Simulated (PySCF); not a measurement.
C3H8, SMILES CCC. Atoms are numbered in the order given.

```xyz
11

C      1.2736     0.0000     0.2592
C      0.0000     0.0000    -0.5856
C     -1.2736     0.0000     0.2592
H      2.1787     0.0000    -0.3690
H      1.3177     0.8890     0.9107
H      1.3177    -0.8890     0.9107
H      0.0000    -0.8811    -1.2510
H      0.0000     0.8811    -1.2510
H     -2.1787     0.0000    -0.3690
H     -1.3177    -0.8890     0.9107
H     -1.3177     0.8890     0.9107
```

Geometry optimised at ωB97X-D3(BJ)/def2-SVP.

These are PySCF with M06-2X/def2-TZVPD values and carry that method's errors.

Symmetry labels are those of the subgroup C2v that the program uses (full group C2v).

Computed valence orbital energies around the gap with their symmetry:
```csv
orbital,symmetry,energy (eV)
HOMO−7,A1,-18.03
HOMO−6,B2,-14.25
HOMO−5,A1,-13.65
HOMO−4,B1,-12.52
HOMO−3,A2,-11.99
HOMO−2,B1,-10.75
HOMO−1,A1,-10.72
HOMO,B2,-10.44
LUMO,A1,0.62
LUMO+1,B1,1.15
LUMO+2,A1,1.23
LUMO+3,B2,2.03
```
